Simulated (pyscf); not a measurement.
This saddle point was located with ωB97X-D3(BJ)/def2-SVP in PySCF.

```xyz
8

O      0.1205     1.3270     0.6337
Si     0.1414    -0.2850     0.2549
H     -0.6610     1.7923     0.3129
H     -0.7466    -1.4635     1.1476
H      0.3503    -0.7636    -1.1308
H      1.3183    -0.7309     1.0526
F     -1.7888    -0.1617    -0.1161
H     -1.4645    -1.0258     0.6674
```

Surface: singlet, charge 0. Lowest wavenumbers (cm⁻¹): 1119i, 229, 310, 507, 568.

Problem. What reaction is this the transition state of?

Solution. HO–SiH₃ (SMILES O[SiH3]) + HF (SMILES F) ⇌ HO–SiH₂–F (SMILES O[SiH2]F) + H₂ (SMILES [H][H]), a four-centre exchange read from left to right: H–Si, F–H broken and F–Si, H–H formed. At ωB97M-D3(BJ)/def2-TZVP it lies +1.04 eV from the left side and +2.49 eV from the right (each side as separated species at their lowest minima found). On the reactant side the descent ends in a complex, 0.17 eV under the separated species and 1.25 eV under the saddle at ωB97X-D3(BJ)/def2-TZVP. The same reactants have a lower exit, to F–SiH₃ + H₂O (barrier +0.64 eV at ωB97M-D3(BJ)/def2-TZVP, against +1.04 eV here). This is the saddle that the search found; another between the same sides may lie lower.
